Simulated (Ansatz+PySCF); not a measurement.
The numbers below are computed, except where a source is named.
Input for PySCF 2.14.0:

```python
from pyscf import gto, scf, cc

mol = gto.M(atom="""
F 0.000000 0.000000 0.000000
F 0.000000 0.000000 1.840000
""", basis='sto-3g', charge=1, spin=1)
mf = scf.UHF(mol)
mf.kernel()
mycc = cc.CCSD(mf, frozen=2).run()
et = mycc.ccsd_t()
print(mf.e_tot, mycc.e_corr, et, mycc.e_tot + et)
```

The script is written out from the run's settings.

Results

```yaml
Converged: yes
Reference_energy: -195.29582 hartree
CCSD_correlation_energy: -0.26794 hartree
Triples_correction: -0.00268 hartree
Total_energy: -195.56643 hartree
Spin_squared_of_the_determinant: 0.750
```

Caution: large amplitudes, a single reference is doubtful; no wide search was run, a lower solution can exist; the charge can sit on one fragment and break the point group.
